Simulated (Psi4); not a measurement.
# BHF2 (SMILES FBF): PBE0/def2-TZVPP

What is the vertical ionisation energy of BHF2 at PBE0/def2-TZVPP? 

The results are computed with Psi4 1.11.

2 further runs of the same task are left out: 2 set aside as unsound or not needed.

## Step 1: Starting point

The species is BHF2 (4 atoms), meant as a singlet with charge 0. SMILES: `FBF`. The shape is that of a PBE0-D4/def2-TZVP optimisation.

Bond lengths: F1–B2 1.313 Å, B2–F3 1.313 Å, B2–H4 1.191 Å. Angles: F1–B2–F3 118.1°, F1–B2–H4 121.0°, F3–B2–H4 121.0°.

## Step 2: Energy and gradient at PBE0/def2-TZVPP

File calc.in:

```
memory 1600 mb

molecule {
  0 1
  F      1.154300     0.456900    -0.361900
  B     -0.001900    -0.031000     0.025200
  F     -1.095400     0.528700    -0.438900
  H     -0.057000    -0.954600     0.775600
  units angstrom
  symmetry c1
}

set puream true
set e_convergence 1e-09
set d_convergence 1e-08
set scf_type pk
set dft_radial_points 99
set dft_spherical_points 590

e, wfn = gradient("pbe0/def2-TZVPP", return_wfn=True)
oeprop(wfn, "QUADRUPOLE", "MAYER_INDICES", "LOWDIN_CHARGES")
print_variables()
```

Run with:

```console
$ psi4 -i calc.in -o calc.out -n 1
```

calc.out, shortened:

```text
[...]
  Running in c1 symmetry.
[...]
  Nuclear repulsion =   61.888554759542060
[...]
  Multiplicity = 1
[...]
  Nalpha       = 12
  Nbeta        = 12
[...]
    Number of basis functions: 107
[...]
   @RKS iter   1:  -225.05656812133256   -5.36489e-01   4.35921e-03 ADIIS/DIIS
[...]
   @RKS iter  10:  -225.12081873725671   -9.37916e-13   3.93805e-10 DIIS
[...]
    Orbital Energies [Eh]
    ---------------------
    Doubly Occupied:
       1A    -24.797030     2A    -24.796994     3A     -6.890792
       4A     -1.283504     5A     -1.254441     6A     -0.613620
       7A     -0.563099     8A     -0.540422     9A     -0.520408
      10A     -0.467395    11A     -0.451644    12A     -0.398974
[...]
  @RKS Final Energy:  -225.12081873725671
   => Energetics <=
    Nuclear Repulsion Energy =             61.8885547595420604
    One-Electron Energy =                -435.2527856332850433
    Two-Electron Energy =                 167.3388517019909045
    DFT Exchange-Correlation Energy =     -19.0954395655046270
    Empirical Dispersion Energy =           0.0000000000000000
    VV10 Nonlocal Energy =                  0.0000000000000000
    Total Energy =                       -225.1208187372567124
[...]
  -Total Gradient:
     Atom            X                  Y                   Z
    ------   -----------------  -----------------  -----------------
       1        0.000043057229     0.000040554463    -0.000034077898
       2       -0.000061068601     0.000280044505    -0.000223559775
       3        0.000033552645     0.000010007662    -0.000009321532
       4       -0.000016777300    -0.000351168172     0.000283681249
[...]
 Multipole Moments:
 ------------------------------------------------------------------------------------
     Multipole            Electronic (a.u.)      Nuclear  (a.u.)        Total (a.u.)
 ------------------------------------------------------------------------------------
 L = 1.  Multiply by 2.5417464519 to convert [e a0] to [Debye]
 Dipole X            :          0.0511564           -0.0675938           -0.0164374
 Dipole Y            :          0.8608228           -1.1322755           -0.2714527
 Dipole Z            :         -0.6993807            0.9199550            0.2205743
 Magnitude           :                                                    0.3501568
 L = 2.  Multiply by 1.3450342976 to convert [e a0^2] to [Debye ang]
 Quadrupole XX       :        -94.9491896           81.3672549          -13.5819347
 Quadrupole XY       :          2.0547247           -1.9996459            0.0550788
[...]
```

Wall time 11 s (1 thread of AMD EPYC 9R45 (Zen 5), shared host); peak memory 0.58 GiB.

## Step 3: The doublet cation at the same level

File calc.in:

```
memory 1600 mb

molecule {
  1 2
  F      1.154300     0.456900    -0.361900
  B     -0.001900    -0.031000     0.025200
  F     -1.095400     0.528700    -0.438900
  H     -0.057000    -0.954600     0.775600
  symmetry c1
}

set basis def2-TZVPP
set reference uks
set puream true
set e_convergence 1e-09
set d_convergence 1e-08
set scf_type pk
set dft_radial_points 99
set dft_spherical_points 590
set maxiter 200

e, wfn = gradient("pbe0", return_wfn=True)
```

Run with:

```console
$ psi4 -n 1 calc.in calc.out
```

calc.out, shortened:

```text
[...]
  Running in c1 symmetry.
[...]
  Nuclear repulsion =   61.888554759542060
[...]
  Multiplicity = 2
[...]
  Nalpha       = 12
  Nbeta        = 11
[...]
    Number of basis functions: 107
[...]
   @UKS iter   1:  -224.57455445932086   -5.44749e-02   2.91750e-03 DIIS/ADIIS
[...]
   @UKS iter  11:  -224.60656659370017   -5.40012e-12   6.38385e-09 DIIS
[...]
   @S^2 Observed:                7.562622230E-01
[...]
  @UKS Final Energy:  -224.60656659370017
   => Energetics <=
    Nuclear Repulsion Energy =             61.8885547595420604
    One-Electron Energy =                -427.0748631019460504
    Two-Electron Energy =                 159.3598733066694422
    DFT Exchange-Correlation Energy =     -18.7801315579655892
    Empirical Dispersion Energy =           0.0000000000000000
    VV10 Nonlocal Energy =                  0.0000000000000000
    Total Energy =                       -224.6065665937001654
[...]
 Multipole Moments:
 ------------------------------------------------------------------------------------
     Multipole            Electronic (a.u.)      Nuclear  (a.u.)        Total (a.u.)
 ------------------------------------------------------------------------------------
 L = 1.  Multiply by 2.5417464519 to convert [e a0] to [Debye]
 Dipole X            :         -0.0011617           -0.0675938           -0.0687554
 Dipole Y            :         -0.0191080           -1.1322755           -1.1513835
 Dipole Z            :          0.0155627            0.9199550            0.9355176
 Magnitude           :                                                    1.4851278
[...]
  -Total Gradient:
     Atom            X                  Y                   Z
    ------   -----------------  -----------------  -----------------
       1        0.009342910517     0.032624153669    -0.026447083070
       2       -0.006566945946    -0.109280992461     0.088792072508
       3       -0.005370279800     0.033069778684    -0.026931195298
       4        0.002593075564     0.043566429056    -0.035397015639
[...]
```

It took 15 s on 1 thread of AMD EPYC 9R45 (Zen 5), shared host; peak memory 0.59 GiB.

## Step 4: What came out

Level: PBE0/def2-TZVPP.

```
                                          quantity          value
                        singlet BHF2: total energy  -225.12082 Eh
                       singlet BHF2: dipole moment         0.89 D
                         singlet BHF2: HOMO energy      -10.86 eV
                         singlet BHF2: LUMO energy       -0.32 eV
                       singlet BHF2: HOMO–LUMO gap       10.54 eV
            singlet BHF2: largest force on an atom     0.023 eV/Å
                      doublet cation: total energy  -224.60657 Eh
doublet cation: HOMO energy (highest over α and β)      -20.38 eV
 doublet cation: LUMO energy (lowest over α and β)      -17.07 eV
                              doublet cation: ⟨S²⟩          0.756
          doublet cation: largest force on an atom     7.248 eV/Å
vertical ionisation energy (to the doublet cation)      13.994 eV
```

**Reading.** Removing an electron at fixed nuclei costs 13.99 eV (1350 kJ/mol). −ε(HOMO) before ionisation, 10.86 eV, is 3.14 eV below this ionisation energy.
